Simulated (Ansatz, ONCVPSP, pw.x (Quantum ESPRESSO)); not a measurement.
copper (sc): variants of one ONCV potential in the solid

| Item | Value |
| --- | --- |
| Element | copper |
| Generator | ONCVPSP 4.0.1.1 (patched build) |
| Type | optimised norm-conserving Vanderbilt (ONCV) |
| Functional | PBEsol |
| Relativity | scalar-relativistic |
| Frozen core | [Ne] |
| Valence charge | 19 |
| Reference configuration | 3s2 3p6 3d10 4s1 |
| Partial waves | 3s+4s: rc 1.30 bohr, ncon 4, nbas 7, qcut 11 1/bohr, 2 projectors; 3p: rc 0.90 bohr, ncon 3, nbas 7, qcut 12.4 1/bohr, 3 projectors, debl 0.6 Ha; 3d: rc 1.50 bohr, ncon 4, nbas 8, qcut 12.4 1/bohr, 1 projector; f scattering state at 0.35 Ha: rc 1.65 bohr, ncon 4, nbas 7, qcut 7 1/bohr, 2 projectors, debl 3.7 Ha |
| Local potential | polynomial inside 0.90 bohr (lpopt 5, dvloc0 -1 Ha) |
| Core correction | none |

In the p channel the program set the typed energies aside and used -2.646, 0.250, 0.850 Ha.

Crystal test: sc Cu in pw.x 7.5, no spin, 14³ k-points, Fermi–Dirac smearing 0.01 Ry, cutoffs set for each file from its atomic test. The reference is all-electron LAPW (Ansatz 0.2.0) with the same functional, mesh and smearing; V0 and B0 come from Birch–Murnaghan fits to the pressures at five volumes. Errors are pseudo minus all-electron; Δ is the rms difference of the E(V) curves that follow from these fits, minima aligned, over ±6 % about the mean V0. Mesh and smearing are coarse, so the numbers serve the comparison and aren't converged zero-temperature values; the lattice is a test structure that the element need not adopt.

All-electron: a0 = 2.360 Å (V0 = 13.15 Å³/atom), B0 = 123.4 GPa.

Base: This is a poor potential for the solid. Atomic configuration tests: 1 of 4 tests not solved or not reliable.

2 further variants are left out: they gave no file fit for a test, a broken result, the same result as the base, or pressures whose basis-set error rivals the error shown.

| change | cutoffs (Ry) | pw.x | a0 (Å) | a0 error (%) | B0 error (%) | Δ (meV/atom) | mean pressure error (GPa) |
| --- | --- | --- | --- | --- | --- | --- | --- |
| base | 140/560 | converged; energies reset by the program | 2.392 | +1.36 | +10.0 | 16.8 | +6.99 |
| core [Ne] 3s2, valence charge 17; reference 3p6 3d10 4s1; waves now 4s: rc 2.15 bohr, ncon 4, nbas 8, qcut 3.2 1/bohr, 3 projectors, debl 3.8 Ha; 3p: rc 1.00 bohr, ncon 4, nbas 8, qcut 15.1 1/bohr, 2 projectors, debl 3.2 Ha; 3d: rc 1.50 bohr, ncon 4, nbas 9, qcut 9.9 1/bohr, 1 projector; f scattering state at 0.34 Ha: rc 2.05 bohr, ncon 3, nbas 6, qcut 5.3 1/bohr, 2 projectors, debl 2.8 Ha; local potential polynomial inside 0.90 bohr (lpopt 5, dvloc0 0 Ha) | 125/500 | converged | 2.387 | +1.15 | +33.0 | 16.0 | +6.59 |
| p: debl 0.75 | 140/560 | converged; energies reset by the program | 2.392 | +1.36 | +10.0 | 16.8 | +6.99 |
| local potential polynomial inside 0.85 bohr (lpopt 4, dvloc0 0 Ha) | 140/560 | converged; energies reset by the program | 2.392 | +1.36 | +9.7 | 16.8 | +7.00 |
